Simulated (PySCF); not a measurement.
**Potential energy of PH along the bond**

Set-up: P 6-31G(d,p), H 6-31G(d,p); no relativity (PySCF 2.14). Energies in eV from P + H in their ground configurations at the same level. State: ³Σ⁻ (triplet), unpaired electrons π ↑↑.

```json
{"R (Å)": "1.232", "UHF-MP2": "-2.142"}
{"R (Å)": "1.290", "UHF-MP2": "-2.433"}
{"R (Å)": "1.347", "UHF-MP2": "-2.592"}
{"R (Å)": "1.390", "UHF-MP2": "-2.643"}
{"R (Å)": "1.433", "UHF-MP2": "-2.648"}
{"R (Å)": "1.476", "UHF-MP2": "-2.615"}
{"R (Å)": "1.533", "UHF-MP2": "-2.525"}
{"R (Å)": "1.605", "UHF-MP2": "-2.358"}
{"R (Å)": "1.691", "UHF-MP2": "-2.105"}
{"R (Å)": "1.806", "UHF-MP2": "-1.707"}
```

**Question.** Put a parabola through the three lowest points of the UHF-MP2 curve and estimate Re, k and ωe (reduced mass 0.9761 u; 1 eV/Å² = 0.16022 mdyn/Å; ωe = 1302.8·√(k/μ) cm⁻¹).

**Answer.** Through R = 1.39, 1.433, 1.476 Å the second-order coefficient is 10.3 eV/Å², so Re ≈ 1.417 Å, k ≈ 3.29 mdyn/Å and ωe ≈ 2393 cm⁻¹. A polynomial fit of higher order to the unrounded UHF-MP2 energies gives Re = 1.416 Å, k = 3.53 mdyn/Å, ωe = 2479 cm⁻¹; anharmonicity and rounding make the difference.

The higher-order fit for each curve: UHF-MP2: Re = 1.416 Å, ωe = 2479 cm⁻¹, De = 2.65 eV.

Correlated steps freeze 5 core orbitals. Correlated levels converge slowly with the basis: in double zeta they bind strong bonds too weakly, by up to about 1 eV, and carry superposition errors of some tenths. The state was picked by a PBE0 search and need not be the measured ground state.
